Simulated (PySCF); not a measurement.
hydrogen peroxide (H2O2), SMILES OO.

Geometry optimised at PBE-D3(BJ)/def2-TZVP.

Method: TDA-CAM-B3LYP/def2-TZVPD (PySCF).

Vertical excitations. The molecule is in vacuum. State labels are in the subgroup C2.

```json
[
 {"state": "S1", "symmetry": "A", "energy (eV)": "5.75", "λ (nm)": "216", "f": "0.003", "main pairs": "HOMO→LUMO 76 %, HOMO→LUMO+4 20 %"},
 {"state": "S2", "symmetry": "B", "energy (eV)": "6.93", "λ (nm)": "179", "f": "0.012", "main pairs": "HOMO→LUMO+1 73 %, HOMO−1→LUMO 21 %"},
 {"state": "S3", "symmetry": "B", "energy (eV)": "6.98", "λ (nm)": "178", "f": "0.005", "main pairs": "HOMO−1→LUMO 54 %, HOMO→LUMO+1 22 %, HOMO−1→LUMO+4 15 %"},
 {"state": "S4", "symmetry": "A", "energy (eV)": "7.86", "λ (nm)": "158", "f": "0.015", "main pairs": "HOMO−1→LUMO+1 58 %, HOMO→LUMO+2 21 %"},
 {"state": "S5", "symmetry": "A", "energy (eV)": "8.25", "λ (nm)": "150", "f": "0.002", "main pairs": "HOMO→LUMO+2 46 %, HOMO−1→LUMO+1 37 %, HOMO→LUMO 7 %"},
 {"state": "S6", "symmetry": "B", "energy (eV)": "9.23", "λ (nm)": "134", "f": "0.006", "main pairs": "HOMO−1→LUMO+2 43 %, HOMO→LUMO+3 32 %, HOMO−1→LUMO 8 %, HOMO−1→LUMO+4 7 %"},
 {"state": "S7", "symmetry": "A", "energy (eV)": "9.24", "λ (nm)": "134", "f": "0.016", "main pairs": "HOMO→LUMO+4 61 %, HOMO→LUMO+2 25 %"},
 {"state": "S8", "symmetry": "B", "energy (eV)": "9.32", "λ (nm)": "133", "f": "0.080", "main pairs": "HOMO→LUMO+3 59 %, HOMO−1→LUMO+2 20 %"},
 {"state": "S9", "symmetry": "B", "energy (eV)": "10.00", "λ (nm)": "124", "f": "0.095", "main pairs": "HOMO−2→LUMO 33 %, HOMO−1→LUMO+4 24 %, HOMO−1→LUMO+2 12 %, HOMO→LUMO+6 8 %"},
 {"state": "S10", "symmetry": "B", "energy (eV)": "10.09", "λ (nm)": "123", "f": "0.006", "main pairs": "HOMO→LUMO+5 79 %"},
 {"state": "T1", "symmetry": "A", "energy (eV)": "4.53", "λ (nm)": "274", "f": "0", "main pairs": "HOMO→LUMO 67 %, HOMO→LUMO+4 27 %"},
 {"state": "T2", "symmetry": "B", "energy (eV)": "5.62", "λ (nm)": "221", "f": "0", "main pairs": "HOMO−1→LUMO 67 %, HOMO−1→LUMO+4 27 %"},
 {"state": "T3", "symmetry": "B", "energy (eV)": "6.64", "λ (nm)": "187", "f": "0", "main pairs": "HOMO→LUMO+1 92 %"},
 {"state": "T4", "symmetry": "A", "energy (eV)": "7.51", "λ (nm)": "165", "f": "0", "main pairs": "HOMO−1→LUMO+1 55 %, HOMO→LUMO+2 19 %, HOMO→LUMO 8 %"}
]
```
Triplets are in the Tamm–Dancoff approximation.
